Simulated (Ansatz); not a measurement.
Program: Ansatz. Geometries: PBE0-D4/def2-TZVP. ΔE: electronic, gas phase. CCSD(T)/CBS is the MP2 limit (def2-TZVPP, def2-QZVPP) plus CCSD(T) − MP2 in def2-TZVPP, frozen cores. This one scheme is used for every species. Functionals use def2-TZVPP. Triplets are unrestricted, without spin–orbit coupling.

Reaction (formal loss of a carbene): `C=CC` → `C=C` + `[CH2]` (triplet)

CCSD(T)/CBS gives +446.3 kJ/mol.

Question: Another level gave +427.3 kJ/mol. Which?
A. PBE-QIDH/def2-TZVPP
B. RPA@PBE/def2-TZVPP
C. LC-ωPBE/def2-TZVPP
D. B97M-V/def2-TZVPP

Answer: B. RPA@PBE/def2-TZVPP 427.3, B97M-V 450.2, LC-ωPBE 438.1, PBE-QIDH 445.6 kJ/mol.

Question: What do rigid-rotor, harmonic-oscillator terms from PBE0-D4/def2-TZVP frequencies (298.15 K, 1 bar) make of the CCSD(T)/CBS value? (Estimate.)

Answer: Ansatz gave: ΔZPE = -29.7 kJ/mol, ΔH = +423.9 kJ/mol, ΔS = 150 J/(mol·K), ΔG = +379.3 kJ/mol. Open shells count their whole term as degenerate.

Largest T1 diagnostic among the species: 0.011.

At CCSD(T), def2-SVP lies −16.1 kJ/mol from the extrapolated value and def2-TZVPP −11.2 kJ/mol. Leaving LDA and LC-ωPBE aside and taking each functional with its dispersion term where it has one, the values, not all of them listed here, spread over 35.1 kJ/mol, from r2SCAN0-D4 to ωB97X-V. LDA lies +75.1 kJ/mol from PBE without D4. From r2SCAN to r2SCAN0 (25 % exact exchange), in def2-TZVPP and without D4, ΔE moves by −4.1 kJ/mol.
